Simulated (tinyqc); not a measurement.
UKS/BP86 in the sto-6g basis, for NH, spin multiplicity 3, step by step (part 2 of 2). Computed by tinyqc, a small Python program that keeps every step (integrals from PySCF). Command: `OMP_NUM_THREADS=1 python tinyqc.py 31061 31062 out.jsonl` (the two numbers bound the seeds that draw the settings). One thread of a shared host (Intel(R) Xeon(R) Processor @ 2.60GHz), about 2 s of CPU time with the checks.

Geometry (angstrom):
```
atom       x       y       z
N     0.0000  0.0000  0.0000
H     0.0000  0.0000  1.6790
```

## Iteration 2: diagonalisation and new density

F(alpha) (hartree):
```
           1N 1s    1N 2s   1N 2px   1N 2py   1N 2pz    2H 1s
1N 1s   -14.3276  -3.4982   0.0000   0.0000   0.0086  -0.1975
1N 2s    -3.4982  -1.6276   0.0000   0.0000   0.0558  -0.2002
1N 2px    0.0000   0.0000  -0.3686   0.0000   0.0000   0.0000
1N 2py    0.0000   0.0000   0.0000  -0.3686   0.0000   0.0000
1N 2pz    0.0086   0.0558   0.0000   0.0000  -0.3394  -0.1189
2H 1s    -0.1975  -0.2002   0.0000   0.0000  -0.1189   0.0652
```

F(beta) (hartree):
```
           1N 1s    1N 2s   1N 2px   1N 2py   1N 2pz    2H 1s
1N 1s   -14.3027  -3.4772   0.0000   0.0000   0.0082  -0.1965
1N 2s    -3.4772  -1.5069   0.0000   0.0000   0.0515  -0.1912
1N 2px    0.0000   0.0000  -0.2144   0.0000   0.0000   0.0000
1N 2py    0.0000   0.0000   0.0000  -0.2144   0.0000   0.0000
1N 2pz    0.0082   0.0515   0.0000   0.0000  -0.2859  -0.1155
2H 1s    -0.1965  -0.1912   0.0000   0.0000  -0.1155   0.0655
```

X:
```
          1N 1s    1N 2s  1N 2px  1N 2py   1N 2pz    2H 1s
1N 1s    1.0208  -0.1204  0.0000  0.0000  -0.0018   0.0104
1N 2s   -0.1204   1.0346  0.0000  0.0000   0.0148  -0.0984
1N 2px   0.0000   0.0000  1.0000  0.0000   0.0000   0.0000
1N 2py   0.0000   0.0000  0.0000  1.0000   0.0000   0.0000
1N 2pz  -0.0018   0.0148  0.0000  0.0000   1.0156  -0.1039
2H 1s    0.0104  -0.0984  0.0000  0.0000  -0.1039   1.0292
```

D(alpha) after iteration 1:
```
          1N 1s    1N 2s  1N 2px  1N 2py   1N 2pz    2H 1s
1N 1s    1.0564  -0.2479  0.0000  0.0000  -0.0148   0.0326
1N 2s   -0.2479   1.0908  0.0000  0.0000   0.0598  -0.1856
1N 2px   0.0000   0.0000  1.0000  0.0000   0.0000   0.0000
1N 2py   0.0000   0.0000  0.0000  1.0000   0.0000   0.0000
1N 2pz  -0.0148   0.0598  0.0000  0.0000   0.2190   0.0592
2H 1s    0.0326  -0.1856  0.0000  0.0000   0.0592   0.7914
```

D(beta) after iteration 1:
```
          1N 1s    1N 2s  1N 2px  1N 2py   1N 2pz    2H 1s
1N 1s    1.0564  -0.2477  0.0000  0.0000  -0.0169   0.0331
1N 2s   -0.2477   1.0902  0.0000  0.0000   0.0692  -0.1879
1N 2px   0.0000   0.0000  0.0000  0.0000   0.0000   0.0000
1N 2py   0.0000   0.0000  0.0000  0.0000   0.0000   0.0000
1N 2pz  -0.0169   0.0692  0.0000  0.0000   0.2178   0.0459
2H 1s    0.0331  -0.1879  0.0000  0.0000   0.0459   0.7993
```

overlap S:
```
         1N 1s   1N 2s  1N 2px  1N 2py  1N 2pz   2H 1s
1N 1s   1.0000  0.2294  0.0000  0.0000  0.0000  0.0129
1N 2s   0.2294  1.0000  0.0000  0.0000  0.0000  0.1837
1N 2px  0.0000  0.0000  1.0000  0.0000  0.0000  0.0000
1N 2py  0.0000  0.0000  0.0000  1.0000  0.0000  0.0000
1N 2pz  0.0000  0.0000  0.0000  0.0000  1.0000  0.1981
2H 1s   0.0129  0.1837  0.0000  0.0000  0.1981  1.0000
```

Diagonalise F' = X^T F X, C = X C', fill 5 alpha and 3 beta electrons from the bottom; D(s) = C_occ C_occ^T; the new density keeps 0.2 of the old one (damping). Each column has its largest component positive (the first on a tie).

F' = X^T F X (alpha) (hartree):
```
          1        2        3        4        5        6
1  -14.0964  -1.7662   0.0000   0.0000  -0.0042   0.0035
2   -1.7662  -1.0397   0.0000   0.0000   0.0693  -0.1009
3    0.0000   0.0000  -0.3686   0.0000   0.0000   0.0000
4    0.0000   0.0000   0.0000  -0.3686   0.0000   0.0000
5   -0.0042   0.0693   0.0000   0.0000  -0.3223  -0.1053
6    0.0035  -0.1009   0.0000   0.0000  -0.1053   0.1181
```

orbital energies (alpha) (hartree): MO1 -14.3311, MO2 -0.8226, MO3 -0.3686, MO4 -0.3686, MO5 -0.3419, MO6 0.1554

coefficients C (alpha):
```
            MO1      MO2     MO3      MO4      MO5      MO6
1N 1s    0.9960  -0.2499  0.0000   0.0000  -0.0225   0.0395
1N 2s    0.0169   1.0189  0.0000   0.0000   0.0865  -0.2210
1N 2px   0.0000   0.0000  0.9943  -0.1066   0.0000   0.0000
1N 2py   0.0000   0.0000  0.1066   0.9943   0.0000   0.0000
1N 2pz  -0.0003  -0.1140  0.0000   0.0000   0.9574  -0.3357
2H 1s   -0.0020   0.0095  0.0000   0.0000   0.1388   1.0298
```

F' = X^T F X (beta) (hartree):
```
          1        2        3        4        5        6
1  -14.0739  -1.7618   0.0000   0.0000  -0.0040   0.0030
2   -1.7618  -0.9174   0.0000   0.0000   0.0661  -0.1027
3    0.0000   0.0000  -0.2144   0.0000   0.0000   0.0000
4    0.0000   0.0000   0.0000  -0.2144   0.0000   0.0000
5   -0.0040   0.0661   0.0000   0.0000  -0.2679  -0.1069
6    0.0030  -0.1027   0.0000   0.0000  -0.1069   0.1175
```

orbital energies (beta) (hartree): MO1 -14.3057, MO2 -0.7048, MO3 -0.2921, MO4 -0.2144, MO5 -0.2144, MO6 0.1610

coefficients C (beta):
```
            MO1      MO2      MO3      MO4     MO5      MO6
1N 1s    0.9963  -0.2480  -0.0216   0.0000  0.0000   0.0439
1N 2s    0.0155   1.0153   0.0811   0.0000  0.0000  -0.2393
1N 2px   0.0000   0.0000   0.0000  -0.0164  0.9999   0.0000
1N 2py   0.0000   0.0000   0.0000   0.9999  0.0164   0.0000
1N 2pz  -0.0003  -0.1214   0.9458   0.0000  0.0000  -0.3647
2H 1s   -0.0018   0.0249   0.1721   0.0000  0.0000   1.0245
```

D(alpha) after iteration 2:
```
          1N 1s    1N 2s  1N 2px  1N 2py   1N 2pz    2H 1s
1N 1s    1.0553  -0.2414  0.0000  0.0000   0.0024   0.0006
1N 2s   -0.2414   1.0550  0.0000  0.0000  -0.0148  -0.0198
1N 2px   0.0000   0.0000  1.0000  0.0000   0.0000   0.0000
1N 2py   0.0000   0.0000  0.0000  1.0000   0.0000   0.0000
1N 2pz   0.0024  -0.0148  0.0000  0.0000   0.7875   0.1173
2H 1s    0.0006  -0.0198  0.0000  0.0000   0.1173   0.1738
```

D(beta) after iteration 2:
```
          1N 1s    1N 2s  1N 2px  1N 2py   1N 2pz    2H 1s
1N 1s    1.0550  -0.2399  0.0000  0.0000   0.0042  -0.0027
1N 2s   -0.2399   1.0481  0.0000  0.0000  -0.0233  -0.0062
1N 2px   0.0000   0.0000  0.0000  0.0000   0.0000   0.0000
1N 2py   0.0000   0.0000  0.0000  0.0000   0.0000   0.0000
1N 2pz   0.0042  -0.0233  0.0000  0.0000   0.7710   0.1370
2H 1s   -0.0027  -0.0062  0.0000  0.0000   0.1370   0.1840
```

Within a degenerate level the vectors are fixed only up to a rotation; this is one choice.

## Iteration 19 (converged): orbitals

converged F(alpha) (hartree):
```
           1N 1s    1N 2s   1N 2px   1N 2py   1N 2pz    2H 1s
1N 1s   -14.0090  -3.4317   0.0000   0.0000  -0.0058  -0.1940
1N 2s    -3.4317  -1.4434   0.0000   0.0000  -0.0275  -0.2006
1N 2px    0.0000   0.0000  -0.1810   0.0000   0.0000   0.0000
1N 2py    0.0000   0.0000   0.0000  -0.1810   0.0000   0.0000
1N 2pz   -0.0058  -0.0275   0.0000   0.0000  -0.1620  -0.1344
2H 1s    -0.1940  -0.2006   0.0000   0.0000  -0.1344  -0.1263
```

converged F(beta) (hartree):
```
           1N 1s    1N 2s   1N 2px   1N 2py   1N 2pz    2H 1s
1N 1s   -13.9801  -3.4072   0.0000   0.0000  -0.0050  -0.1927
1N 2s    -3.4072  -1.3075   0.0000   0.0000  -0.0215  -0.1917
1N 2px    0.0000   0.0000  -0.0199   0.0000   0.0000   0.0000
1N 2py    0.0000   0.0000   0.0000  -0.0199   0.0000   0.0000
1N 2pz   -0.0050  -0.0215   0.0000   0.0000  -0.0766  -0.1321
2H 1s    -0.1927  -0.1917   0.0000   0.0000  -0.1321  -0.1825
```

Diagonalise F' = X^T F X, C = X C', fill 5 alpha and 3 beta electrons from the bottom; D(s) = C_occ C_occ^T. Each column has its largest component positive (the first on a tie).

F' = X^T F X (alpha) (hartree):
```
          1        2        3        4        5        6
1  -13.7781  -1.7572   0.0000   0.0000  -0.0095   0.0045
2   -1.7572  -0.8586   0.0000   0.0000  -0.0114  -0.0917
3    0.0000   0.0000  -0.1810   0.0000   0.0000   0.0000
4    0.0000   0.0000   0.0000  -0.1810   0.0000   0.0000
5   -0.0095  -0.0114   0.0000   0.0000  -0.1405  -0.1119
6    0.0045  -0.0917   0.0000   0.0000  -0.1119  -0.0794
```

orbital energies (alpha) (hartree): MO1 -14.0128, MO2 -0.6405, MO3 -0.2165, MO4 -0.1810, MO5 -0.1810, MO6 0.0132

coefficients C (alpha):
```
            MO1      MO2      MO3     MO4      MO5      MO6
1N 1s    0.9958  -0.2487   0.0408  0.0000   0.0000   0.0366
1N 2s    0.0176   1.0081  -0.1965  0.0000   0.0000  -0.1992
1N 2px   0.0000   0.0000   0.0000  0.9933  -0.1156   0.0000
1N 2py   0.0000   0.0000   0.0000  0.1156   0.9933   0.0000
1N 2pz   0.0009   0.0560   0.7639  0.0000   0.0000  -0.6750
2H 1s   -0.0023   0.0736   0.5113  0.0000   0.0000   0.9016
```

F' = X^T F X (beta) (hartree):
```
          1        2        3        4        5        6
1  -13.7520  -1.7514   0.0000   0.0000  -0.0093   0.0035
2   -1.7514  -0.7210   0.0000   0.0000  -0.0038  -0.0906
3    0.0000   0.0000  -0.0199   0.0000   0.0000   0.0000
4    0.0000   0.0000   0.0000  -0.0199   0.0000   0.0000
5   -0.0093  -0.0038   0.0000   0.0000  -0.0534  -0.1130
6    0.0035  -0.0906   0.0000   0.0000  -0.1130  -0.1388
```

orbital energies (beta) (hartree): MO1 -13.9833, MO2 -0.5136, MO3 -0.1979, MO4 -0.0199, MO5 -0.0199, MO6 0.0296

coefficients C (beta):
```
            MO1      MO2      MO3     MO4      MO5      MO6
1N 1s    0.9962  -0.2419   0.0673  0.0000   0.0000  -0.0328
1N 2s    0.0160   0.9813  -0.3190  0.0000   0.0000   0.1729
1N 2px   0.0000   0.0000   0.0000  0.1891   0.9820   0.0000
1N 2py   0.0000   0.0000   0.0000  0.9820  -0.1891   0.0000
1N 2pz   0.0008   0.0565   0.5210  0.0000   0.0000   0.8762
2H 1s   -0.0021   0.1578   0.7509  0.0000   0.0000  -0.7007
```

D(alpha) after iteration 19:
```
          1N 1s    1N 2s  1N 2px  1N 2py   1N 2pz    2H 1s
1N 1s    1.0552  -0.2412  0.0000  0.0000   0.0181   0.0003
1N 2s   -0.2412   1.0551  0.0000  0.0000  -0.0937  -0.0263
1N 2px   0.0000   0.0000  1.0000  0.0000   0.0000   0.0000
1N 2py   0.0000   0.0000  0.0000  1.0000   0.0000   0.0000
1N 2pz   0.0181  -0.0937  0.0000  0.0000   0.5867   0.3947
2H 1s    0.0003  -0.0263  0.0000  0.0000   0.3947   0.2669
```

D(beta) after iteration 19:
```
          1N 1s    1N 2s  1N 2px  1N 2py   1N 2pz    2H 1s
1N 1s    1.0555  -0.2428  0.0000  0.0000   0.0221   0.0103
1N 2s   -0.2428   1.0649  0.0000  0.0000  -0.1107  -0.0848
1N 2px   0.0000   0.0000  0.0000  0.0000   0.0000   0.0000
1N 2py   0.0000   0.0000  0.0000  0.0000   0.0000   0.0000
1N 2pz   0.0221  -0.1107  0.0000  0.0000   0.2746   0.4001
2H 1s    0.0103  -0.0848  0.0000  0.0000   0.4001   0.5888
```

Within a degenerate level the vectors are fixed only up to a rotation; this is one choice.

## Convergence

Stop when the energy changes by less than 1e-09 hartree and every element of the error matrix X^T (F D S - S D F) X (for each spin) is below 9e-06.

Course of the cycle:
```
iteration  E (hartree)     change  largest element of the error matrix
1           -54.375623          -                             1.35e-01
2           -54.650814  -2.75e-01                             1.23e-01
3           -54.704513  -5.37e-02                             1.63e-01
4           -54.691025   1.35e-02                             1.74e-01
5           -54.917086  -2.26e-01                             5.23e-02
6           -54.933682  -1.66e-02                             6.46e-02
7           -54.939179  -5.50e-03                             5.84e-02
8           -54.945177  -6.00e-03                             2.40e-02
9           -54.946598  -1.42e-03                             7.77e-03
10          -54.946997  -3.99e-04                             1.68e-03
11          -54.947101  -1.03e-04                             2.88e-04
12          -54.947122  -2.12e-05                             4.40e-05
13          -54.947126  -4.26e-06                             7.84e-06
14          -54.947127  -8.55e-07                             1.75e-06
15          -54.947127  -1.71e-07                             3.49e-07
16          -54.947127  -3.42e-08                             7.01e-08
17          -54.947127  -6.85e-09                             1.40e-08
18          -54.947127  -1.37e-09                             2.76e-09
19          -54.947127  -2.74e-10                             5.49e-10
```

PySCF UKS in the same basis, fine grid, after a stability check = -54.950838 hartree

Converged in 19 iterations. The coarse grid moves the energy by +3.71e-03 hartree.

## Populations, bond orders and dipole

Mulliken: Z minus the diagonal of D S on the atom; Loewdin: the same with S^(1/2) D S^(1/2); Mayer order: 2 sum_s sum (D(s) S)_ij (D(s) S)_ji over the two atoms.

Charges (e):
```
atom  Mulliken    Loewdin  Mulliken spin
1N     -0.0072  -2.72e-04         2.3124
2H      0.0072   2.72e-04        -0.3124
```

Mayer bond orders:
```
pair   order
2-1   0.9024
```

dipole moment about the origin, x y z (debye): 0.0000  0.0000  0.4361

<S^2> of the determinant (pure state: 2) = 2.0933
